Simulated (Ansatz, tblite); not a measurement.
**SnH2: which spin state is lowest**

Aim: set other spin states of SnH2 against its singlet, on many levels of theory.

The runs use Ansatz 0.2.0, Gaussian basis; as each input shows.

Levels to be run: triplet, at the geometry of the singlet (GFN1-xTB, GFN2-xTB, PBE0-D4/def2-TZVP, PBE-D4/def2-TZVP, r2SCAN-D4/def2-TZVP); the singlet's energies come from earlier runs.

## Step 1: The relaxed structure

The geometry is that of the singlet, from an earlier relaxation (r2SCAN-D4/def2-TZVP).

3 atoms, charge 0, spin multiplicity 1.

Bond lengths: Sn1–H2 1.772 Å, Sn1–H3 1.772 Å. Angles: H2–Sn1–H3 90.0°.

Sn takes a core potential in the def2 sets. No spin-orbit coupling is included.

## Step 2: Triplet at the fixed geometry, GFN1-xTB

Tight binding, by tblite at 300 K electronic temperature and without a spin-polarisation term:

```python
tblite.interface.Calculator('GFN1-xTB', numbers, positions, charge=0, uhf=2).singlepoint()
```

Energy -92.6956 eV; 0.001 s.

## Step 3: Triplet at the fixed geometry, GFN2-xTB

Tight binding, by tblite at 300 K electronic temperature and without a spin-polarisation term:

```python
tblite.interface.Calculator('GFN2-xTB', numbers, positions, charge=0, uhf=2).singlepoint()
```

Energy -81.5396 eV; 0.001 s.

## Step 4: Triplet at the fixed geometry, PBE0-D4/def2-TZVP

in.yaml

```yaml
crystal:
  periodic: [false, false, false]
  atoms:
    - {symbol: Sn, position_ang: [0.005051, -0.008505, -0.834990]}
    - {symbol: H, position_ang: [1.250706, -0.018202, 0.425304]}
    - {symbol: H, position_ang: [-1.255757, 0.026707, 0.409686]}
basis:
  gaussian: {orbitals: def2-TZVP}
magnetization: {spin_polarized: true, initial_magnetization: 2}
hamiltonian: {xc: pbe0, dispersion: d4}
scf: {omitted_lower_state_checks: [starts]}
output: {orbitals: {seedname: orbitals}}
```

Run with:

```sh
> ansatz run in.yaml --threads 4 --pin off --events-out ev --progress --plain --max-ram 3916MiB
```

Standard output:

```text
Functional definition: PBE0
  name "PBE0"
  cite "Adamo & Barone, J. Chem. Phys. 110, 6158 (1999) doi:10.1063/1.478522"
  cite "Perdew, Burke & Ernzerhof, Phys. Rev. Lett. 77, 3865 (1996) doi:10.1103/PhysRevLett.77.3865"
  parent pbe
  parameter a = 0.25
  parameter kappa = 0.804
  parameter beta = 0.06672455060314922
  exchange = (1 - a)*pbe_x(kappa = kappa, mu = beta*pi^2/3) + a*exact_x
  correlation = pbe_c(beta = beta)
these checks for a lower state are left out or cut short: starts
549 factors; their error is unknown
mean field evaluation 1: about -5860.8026 eV, gradient 9.7e0 eV
mean field evaluation 2: about -5860.8033 eV, gradient 1.1e1 eV
mean field evaluation 4: about -5861.3550 eV, gradient 2.9e-1 eV
mean field evaluation 8: about -5861.4370 eV, gradient 1.3e-1 eV
mean field evaluation 16: about -5861.4370 eV, gradient 1.9e-5 eV
mean field -5861.43699799 eV, -215.4038366513 hartree, gradient 1.9e-5 eV, S^2 2.002928; 0 other end points of the search recorded, 0 dependent functions left out
reference -5861.43702876 eV, -215.4038377821 hartree; 13, 11 occupied and 49, 51 virtual orbitals, 549 factors
Total energy: -5861.46048008 eV, -215.4046996025 hartree
Checks for a lower state left out: starts
```

Wall time 0.45 s (4 threads of Arm Neoverse V1, shared host).

HOMO -5.25 eV, LUMO -4.57 eV (over both spins); ⟨S²⟩ 2.003 (pure: 2.00).

## Step 5: Triplet at the fixed geometry, PBE-D4/def2-TZVP

start.molden holds the orbitals of an earlier run on this state, given as this run's starting guess.

in.yaml: that of step 4 with these lines changed.

```diff
@@ -7,5 +7,5 @@
 basis:
-  gaussian: {orbitals: def2-TZVP}
+  gaussian: {orbitals: def2-TZVP, initial_orbitals: start.molden}
 magnetization: {spin_polarized: true, initial_magnetization: 2}
-hamiltonian: {xc: pbe0, dispersion: d4}
+hamiltonian: {xc: pbe, dispersion: d4}
 scf: {omitted_lower_state_checks: [starts]}
```

The command is unchanged.

Standard output:

```text
Functional definition: PBE
  name "PBE"
  cite "Perdew, Burke & Ernzerhof, Phys. Rev. Lett. 77, 3865 (1996) doi:10.1103/PhysRevLett.77.3865"
  parent pbe
  parameter kappa = 0.804
  parameter beta = 0.06672455060314922
  exchange = pbe_x(kappa = kappa, mu = beta*pi^2/3)
  correlation = pbe_c(beta = beta)
these checks for a lower state are left out or cut short: starts
476 factors; their error is unknown
mean field evaluation 1: about -5861.0880 eV, gradient 2.9e0 eV
mean field evaluation 2: about -5861.1289 eV, gradient 5.1e-2 eV
mean field evaluation 4: about -5861.1239 eV, gradient 1.2e-4 eV
mean field evaluation 8: about -5861.1239 eV, gradient 2.2e-5 eV
mean field -5861.12389697 eV, -215.3923304012 hartree, gradient 2.2e-5 eV, S^2 2.001712; 0 other end points of the search recorded, 0 dependent functions left out
reference -5861.12393785 eV, -215.3923319034 hartree; 13, 11 occupied and 49, 51 virtual orbitals, 476 factors
Total energy: -5861.15244711 eV, -215.3933795994 hartree
Checks for a lower state left out: starts
```

It took 0.4 s on 4 threads of Arm Neoverse V1, shared host.

HOMO -4.29 eV, LUMO -5.51 eV (over both spins; with the spin held, an empty level of the minority spin lies below the top filled one); ⟨S²⟩ 2.002 (pure: 2.00).

## Step 6: Triplet at the fixed geometry, r2SCAN-D4/def2-TZVP

in.yaml: that of step 5 with these lines changed.

```diff
@@ -9,3 +9,3 @@
 magnetization: {spin_polarized: true, initial_magnetization: 2}
-hamiltonian: {xc: pbe, dispersion: d4}
+hamiltonian: {xc: r2scan, dispersion: d4}
 scf: {omitted_lower_state_checks: [starts]}
```

The command is unchanged.

Standard output:

```text
Functional definition: r2SCAN
  name "r2SCAN"
  cite "Furness, Kaplan, Ning, Perdew & Sun, J. Phys. Chem. Lett. 11, 8208 (2020) doi:10.1021/acs.jpclett.0c02405"
  cite "Furness, Kaplan, Ning, Perdew & Sun, J. Phys. Chem. Lett. 11, 9248 (2020) doi:10.1021/acs.jpclett.0c03077"
  parent r2scan
  parameter k0 = 0.174
  parameter k1 = 0.065
  parameter a1 = 4.9479
  exchange = r2scan_x(k0 = k0, k1 = k1, a1 = a1)
  correlation = r2scan_c
these checks for a lower state are left out or cut short: starts
476 factors; their error is unknown
mean field evaluation 1: about -5863.5449 eV, gradient 2.5e0 eV
mean field evaluation 2: about -5863.5630 eV, gradient 2.1e-2 eV
mean field evaluation 4: about -5863.5583 eV, gradient 1.6e-5 eV
mean field evaluation 8: about -5863.5583 eV, gradient 8.6e-6 eV
mean field -5863.55826287 eV, -215.4817916979 hartree, gradient 8.6e-6 eV, S^2 2.004416; 0 other end points of the search recorded, 0 dependent functions left out
reference -5863.55828095 eV, -215.4817923623 hartree; 13, 11 occupied and 49, 51 virtual orbitals, 476 factors
Total energy: -5863.56416906 eV, -215.4820087462 hartree
Checks for a lower state left out: starts
```

Wall time 1 s (4 threads of Arm Neoverse V1, shared host).

Report: HOMO -4.62 eV, LUMO -5.12 eV (over both spins; with the spin held, an empty level of the minority spin lies below the top filled one); ⟨S²⟩ 2.004 (pure: 2.00).

## Step 7: Triplet less singlet, vertical

The singlet's energies are those of its earlier runs, whose logs aren't repeated here.

| level | triplet less singlet, vertical (kcal/mol) | time |
| --- | --- | --- |
| GFN1-xTB | +86.1 | 0.003 s |
| GFN2-xTB | +76.3 | 0.002 s |
| PBE-D4/def2-TZVP | +35.4 | 0.75 s |
| r2SCAN-D4/def2-TZVP | +31.4 | 1.6 s |
| PBE0-D4/def2-TZVP | +34.0 | 0.8 s |

Times add the two runs; a level without a time comes out of a correlated run. Tight binding without a spin term can't rank spin states.

## Step 8: Results

| quantity | value |
| --- | --- |
| triplet less singlet, vertical, functionals in def2-TZVP | +31.4 (r2SCAN-D4) to +35.4 kcal/mol (PBE-D4) |

In words: All functionals put the triplet above the singlet, over a spread of 3.9 kcal/mol. The checks for a lower triplet were left out, so another state of that spin may lie lower. These are electronic energies, without zero-point motion, entropy or surroundings.
